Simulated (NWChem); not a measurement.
Molecule: chloromethane (CH3Cl); SMILES CCl

```xyz
5

C      0.0000     0.0000    -1.1109
Cl     0.0000     0.0000     0.6644
H      0.7330     0.7330    -1.4701
H      0.2683    -1.0013    -1.4701
H     -1.0013     0.2683    -1.4701
```
Atoms are numbered in this order, from 1.

Computed with NWChem. Pople sets run with spherical d functions. STO-3G and 3-21G are far too small for this property and stand as cheap habits. All runs use the structure optimised with PBE0/def2-SVP. Vertical excitations in the gas phase; the lowest state need not have the same character in each row.

```json
[
 {"level": "Hartree-Fock/3-21G, CIS", "basis functions": "28", "lowest excitation, singlet (eV)": "8.89", "oscillator strength of that lowest state": "0.001", "orbital gap (eV)": "17.48"},
 {"level": "Hartree-Fock/6-31G*, CIS", "basis functions": "38", "lowest excitation, singlet (eV)": "8.71", "oscillator strength of that lowest state": "0.000", "orbital gap (eV)": "17.14"},
 {"level": "Hartree-Fock/6-31+G*, CIS", "basis functions": "46", "lowest excitation, singlet (eV)": "8.34", "oscillator strength of that lowest state": "0.002", "orbital gap (eV)": "14.03"},
 {"level": "Hartree-Fock/def2-SVP, CIS", "basis functions": "47", "lowest excitation, singlet (eV)": "8.95", "oscillator strength of that lowest state": "0.000", "orbital gap (eV)": "16.35"},
 {"level": "Hartree-Fock/def2-SVPD, CIS", "basis functions": "71", "lowest excitation, singlet (eV)": "8.39", "oscillator strength of that lowest state": "0.004", "orbital gap (eV)": "[?]"},
 {"level": "Hartree-Fock/def2-TZVP, CIS", "basis functions": "86", "lowest excitation, singlet (eV)": "8.49", "oscillator strength of that lowest state": "0.004", "orbital gap (eV)": "15.69"},
 {"level": "Hartree-Fock/aug-cc-pVDZ, CIS", "basis functions": "77", "lowest excitation, singlet (eV)": "8.24", "oscillator strength of that lowest state": "0.004", "orbital gap (eV)": "12.78"},
 {"level": "Hartree-Fock/def2-TZVPD, CIS", "basis functions": "110", "lowest excitation, singlet (eV)": "8.14", "oscillator strength of that lowest state": "0.003", "orbital gap (eV)": "13.79"}
]
```

Question: What belongs in the gaps?

Answer: 
- Hartree-Fock/def2-SVPD, CIS, orbital gap (eV): 14.57
